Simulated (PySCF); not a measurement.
All values below come from ωB97X-D3(BJ)/def2-TZVP // PBE0-D3(BJ)/def2-TZVP (PySCF). Gas-phase values, no solvent. Excitations are Tamm–Dancoff values on a coarser integration grid. The basis has no diffuse functions, so Rydberg states are missing or too high.

Reference species (SMILES): `F[Si](F)(F)F` (neutral, multiplicity 1).

The HOMO is -15.40 eV and the S1 excitation (TDA) comes out as 11.79 eV. The S1 oscillator strength comes out as 0.000.

Changed species: `F[Si](Cl)(Cl)Cl` (3 of 4 F replaced by Cl; the reference has 0 of 4 F replaced by Cl).

Task: Predict the effect on the HOMO, S1 excitation (TDA) and S1 oscillator strength.

Result: the HOMO rises by 3.29 eV, to -12.11 eV; the S1 excitation (TDA) drops by 3.34 eV, to 8.45 eV; the S1 oscillator strength hardly moves.
